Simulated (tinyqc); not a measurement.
Hueckel theory of the pi electrons, for the molecule [CH2]N=C (SMILES; centres numbered as the heavy atoms are written), step by step. One step of it, computed by the program tinyqc.

Task: Orbitals. Diagonalise; E = alpha + x beta with beta < 0, so the largest x are filled first; degenerate levels share their electrons. P = sum n_i c_ri c_si; each orbital has its largest coefficient positive (the first on a tie).

Hueckel matrix in units of beta (H = alpha + beta A):
```
,1C,2N,3C
1C,0.000000,1.000000,0.000000
2N,1.000000,0.500000,1.000000
3C,0.000000,1.000000,0.000000
```

pi electrons, sum of z_r less the charge = 3

Give: x values; occupations; coefficients; charge and bond-order matrix P.

Result:

x values: 1.686  0.000  -1.186

occupations: 2.000  1.000  0.000

coefficients:
```
,MO1,MO2,MO3
1C,0.454,0.707,-0.542
2N,0.766,0.000,0.643
3C,0.454,-0.707,-0.542
```

charge and bond-order matrix P:
```
,1C,2N,3C
1C,0.913,0.696,-0.087
2N,0.696,1.174,0.696
3C,-0.087,0.696,0.913
```
